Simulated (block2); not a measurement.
**A workflow on [HF2]− (SMILES F[H-]F)**

Wanted: the energy (singlet [HF2]−, IC-MRREPT2(4,5)/6-31G*), then a single-point energy (triplet [HF2]−, IC-MRREPT2(4,5)/6-31G*), then a single-point energy (doublet HF2, IC-MRREPT2(3,5)/6-31G*) of F2H. Input form: a Python script.

The results are computed with block2 0.5.4.

**1. The system as given**

[HF2]− has 3 atoms, charge -1, and is taken as a singlet. As SMILES, `F[H-]F`. The shape is that of a PBE0-D4/def2-TZVPD optimisation.

A long bond or contact: F1–H2 1.143 Å.

**2. A single-point energy at IC-MRREPT2(4,5)/6-31G(d) (spherical functions) (run 1)**

The input, casscf_dmrg.py:

```python
import numpy as np
from pyscf import gto, mcscf, mp, scf
from pyblock2.icmr.icmrrept2_full import WickICMRREPT2

mol = gto.M(atom="""
F     -0.973200     0.344400    -0.491000
H      0.000000     0.000000     0.000000
F      0.973200    -0.344400     0.491000
""", basis="6-31g*", charge=-1, verbose=3)
print("basis functions         : %d" % (mol.nao))
mf = scf.RHF(mol)
mf.conv_tol = 1e-10
mf.max_cycle = 200
mf.kernel()
if not mf.converged:
    mf = mf.newton().run(mf.mo_coeff, mf.mo_occ)
print("SCF energy              : %.10f" % (mf.e_tot))
occ_no, mo = mcscf.addons.make_natural_orbitals(mp.MP2(mf, frozen=2).run())
mf.mo_coeff = mo
mc = mcscf.CASSCF(mf, 5, 4)
mc.fcisolver.conv_tol = 1e-12
mc.fix_spin_(ss=0)
mc.max_cycle_macro = 50
mc.conv_tol = 1e-7
mc.canonicalization = True
mc.verbose = 4
mc.kernel(mf.mo_coeff)
print("CASSCF converged:", mc.converged)
print("E(CASSCF)               : %.10f" % (mc.e_tot))
dm1 = mc.fcisolver.make_rdm1(mc.ci, 5, mc.nelecas)
print("NOONs                   :", np.round(np.linalg.eigvalsh(dm1)[::-1], 5).tolist())
post = WickICMRREPT2(mc).run()
print("second-order correction : %.10f" % (post.e_tot - mc.e_tot))
print("total energy            : %.10f" % (post.e_tot))
```

Launch:

```console
$ python casscf_dmrg.py
```

Log:

```text
basis functions         : 30
converged SCF energy = -199.443238920258
SCF energy              : -199.4432389203
E(RMP2) = -199.807126098741  E_corr = -0.363887178482862
E(SCS-RMP2) = -199.791749035389  E_corr = -0.348510115130807

[... 22 lines left out ...]
sorting_mo_energy = False
[... 117 lines left out ...]
1-step CASSCF not converged,  50 macro (747 JK 155 micro) steps
[... 2 lines left out ...]
CASSCF energy = -199.492998422790
[... 1 line left out ...]
CASSCF converged: False
[... 1 line left out ...]
NOONs                   : [1.98689, 1.98278, 0.01714, 0.01153, 0.00167]
```

Wall time 5.2 min (1 thread of Arm Neoverse V1, shared host).

The run was cut off at its time limit.

**3. The triplet: the energy at IC-MRREPT2(4,5)/6-31G(d) (spherical functions) (run 2)**

The input, casscf_dmrg.py:

```python
import numpy as np
from pyscf import gto, mcscf, mp, scf
from pyblock2.icmr.icmrrept2_full import WickICMRREPT2

geom = """
F     -0.973200     0.344400    -0.491000
H      0.000000     0.000000     0.000000
F      0.973200    -0.344400     0.491000
"""
mol = gto.M(
    atom=geom,
    basis="6-31g*",
    charge=-1,
    spin=2,
    verbose=3,
    max_memory=2000,
)
print("basis functions               : %d" % (mol.nao))
mf = scf.ROHF(mol)
mf.conv_tol = 1e-10
mf.max_cycle = 200
mf.kernel()
if not mf.converged:
    mf = mf.newton().run(mf.mo_coeff, mf.mo_occ)
print(f"E(HF)                         : {mf.e_tot:.10f}")
occ_no, mo = mcscf.addons.make_natural_orbitals(mp.MP2(mf.to_uhf(), frozen=2).run())
mf.mo_coeff = mo
mc = mcscf.CASSCF(mf, 5, 4)
mc.fcisolver.conv_tol = 1e-12
mc.fix_spin_(ss=2)
mc.max_cycle_macro = 50
mc.conv_tol = 1e-7
mc.canonicalization = True
mc.verbose = 4
mc.kernel(mf.mo_coeff)
print("CASSCF converged:", mc.converged)
print("E(CASSCF)                     : %.10f" % (mc.e_tot))
dm1 = mc.fcisolver.make_rdm1(mc.ci, 5, mc.nelecas)
print("NOONs                         :", np.round(np.linalg.eigvalsh(dm1)[::-1], 5).tolist())
post = WickICMRREPT2(mc).run()
print("E(PT2 correction)             : %.10f" % (post.e_tot - mc.e_tot))
print(f"E(final)                      : {post.e_tot:.10f}")
```

Launch:

```console
$ python casscf_dmrg.py
```

Log:

```text
basis functions               : 30
converged SCF energy = -198.978843071219
E(HF)                         : -198.9788430712
E(UMP2) = -199.323486608051  E_corr = -0.344643536831982
E(SCS-UMP2) = -199.307277261976  E_corr = -0.328434190757365

[... 22 lines left out ...]
sorting_mo_energy = False
[... 39 lines left out ...]
1-step CASSCF converged in  11 macro (199 JK  41 micro) steps
[... 2 lines left out ...]
CASSCF energy = -199.010446149239
[... 1 line left out ...]
CASSCF converged: True
[... 1 line left out ...]
NOONs                         : [1.97836, 1.0026, 0.99802, 0.01645, 0.00457]
```

Wall time 5.2 min (1 thread of Arm Neoverse V1, shared host).

The run was cut off at its time limit.

**4. Doublet neutral HF2: a single-point energy at IC-MRREPT2(3,5)/6-31G(d) (spherical functions) (run 3)**

The input, mol.xyz:

```xyz
3
F2H
F     -0.973200     0.344400    -0.491000
H      0.000000     0.000000     0.000000
F      0.973200    -0.344400     0.491000
```

The input, dmrgscf.py:

```python
import numpy as np
from pyscf import gto, mcscf, mp, scf
from pyblock2.icmr.icmrrept2_full import WickICMRREPT2

geom = "mol.xyz"
mol = gto.M(
    atom=geom,
    basis="6-31g*",
    charge=0,
    spin=1,
    verbose=3,
)
print("basis functions = %d" % (mol.nao))
mf = scf.ROHF(mol)
mf.conv_tol = 1e-10
mf.max_cycle = 200
mf.kernel()
if not mf.converged:
    mf = mf.newton().run(mf.mo_coeff, mf.mo_occ)
print(f"E(SCF) = {mf.e_tot:.10f}")
# rotate to MP2 natural orbitals
occ_no, mo = mcscf.addons.make_natural_orbitals(mp.MP2(mf.to_uhf(), frozen=2).run())
mf.mo_coeff = mo
mc = mcscf.CASSCF(mf, 5, 3)
mc.fcisolver.conv_tol = 1e-12
mc.fix_spin_(ss=0.75)
mc.max_cycle_macro = 50
mc.conv_tol = 1e-7
mc.canonicalization = True
mc.verbose = 4
mc.kernel(mf.mo_coeff)
print("CASSCF converged:", mc.converged)
print(f"CASSCF energy = {mc.e_tot:.10f}")
dm1 = mc.fcisolver.make_rdm1(mc.ci, 5, mc.nelecas)
print("natural occupations =", np.round(np.linalg.eigvalsh(dm1)[::-1], 5).tolist())
post = WickICMRREPT2(mc).run()
print(f"second-order correction = {post.e_tot - mc.e_tot:.10f}")
print(f"final energy = {post.e_tot:.10f}")
```

Launch:

```console
$ python dmrgscf.py
```

Log:

```text
basis functions = 30
converged SCF energy = -199.273178017685
E(SCF) = -199.2731780177
E(UMP2) = -199.625140688471  E_corr = -0.351962670785245
E(SCS-UMP2) = -199.611616240421  E_corr = -0.338438222735935

[... 22 lines left out ...]
sorting_mo_energy = False
[... 43 lines left out ...]
1-step CASSCF converged in  13 macro (181 JK  37 micro) steps
[... 3 lines left out ...]
CASSCF energy = -199.335750873849
[... 1 line left out ...]
CASSCF converged: True
CASSCF energy = -199.3357508738
natural occupations = [1.94433, 0.99982, 0.0531, 0.00185, 0.0009]
```

Run time: 3.7 min. Hardware: 1 thread of Arm Neoverse V1, shared host.

The run was cut off at its time limit.

**5. Outcome**

| quantity | value |
| --- | --- |
| run 1, IC-MRREPT2(4,5)/6-31G* | no result (timeout) |
| triplet | no result (timeout) |
| doublet neutral HF2 | no result (timeout) |

What this shows: 3 of the 3 runs did not end normally.
